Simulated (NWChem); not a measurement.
# Correlation energy of chlorine (Cl2)

```
Cl
Cl 1 2.0255
```
Charge 0, spin multiplicity 1.

The numbers come from NWChem runs, not from measurements. All single points use one geometry, from PBE0/def2-SVP, a minimum by its harmonic frequencies.

Basis set: cc-pVDZ. Each correlation energy counts from its own Hartree-Fock reference.

The correlated methods keep 10 core orbitals frozen. Coupled-cluster values serve here as a point of comparison, not as the truth.

Q: One of these methods gave a correlation energy of -271.1 mHa. Which?
A) CCSD
B) SCS-MP2
C) CCSD+T(CCSD)
D) RI-MP2

A: D, RI-MP2. The others give -263.9 (SCS-MP2), -296.8 (CCSD), -303.4 (CCSD+T(CCSD)).
